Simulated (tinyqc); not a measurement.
UKS/BLYP in the sto-3g basis, for LiH, spin multiplicity 3, step by step. Computed by tinyqc, a small Python program that keeps every step (integrals from PySCF). Settings: charge = 0, multiplicity = 3, basis = sto-3g, energy threshold = 1e-09, iteration cap = 80, orthogonalisation = canonical, start = Wolfsberg-Helmholz matrix, DIIS depth = 4, shift = 0.2, method = UKS, functional = blyp, grid = [20, 14]. Command: `OMP_NUM_THREADS=1 python tinyqc.py 25294 25295 out.jsonl` (the two numbers bound the seeds that draw the settings). One thread of a shared host (Intel(R) Xeon(R) Processor @ 2.60GHz), about 2 s of CPU time with the checks.

Geometry (angstrom):
```
atom         x         y         z
Li    0.000000  0.000000  0.000000
H     0.000000  0.000000  1.722000
```

Stop when the energy changes by less than 1e-09 hartree and every element of the error matrix X^T (F D S - S D F) X (for each spin) is below 9e-06.

Course of the cycle:
```
iteration  E (hartree)     change  largest element of the error matrix
1          -7.77367553          -                             1.05e-01
2          -7.80905021  -3.54e-02                             1.73e-02
3          -7.81134819  -2.30e-03                             8.43e-03
4          -7.81184381  -4.96e-04                             4.14e-03
5          -7.81196039  -1.17e-04                             2.01e-03
6          -7.81198853  -2.81e-05                             9.88e-04
7          -7.81199539  -6.86e-06                             4.89e-04
8          -7.81199707  -1.68e-06                             2.43e-04
9          -7.81199748  -4.09e-07                             1.20e-04
10         -7.81199758  -1.00e-07                             5.97e-05
11         -7.81199760  -2.45e-08                             2.96e-05
12         -7.81199761  -6.01e-09                             1.46e-05
13         -7.81199761  -1.47e-09                             7.25e-06
14         -7.81199761  -3.60e-10                             3.59e-06
```

Can the last value be used, and what does the course show?

Yes. Converged in 14 iterations. The coarse grid moves the energy by +4.32e-03 hartree. PySCF UKS in the same basis, fine grid, after a stability check = -7.81631365 hartree, which differs from a converged run on this coarse grid by the grid error.
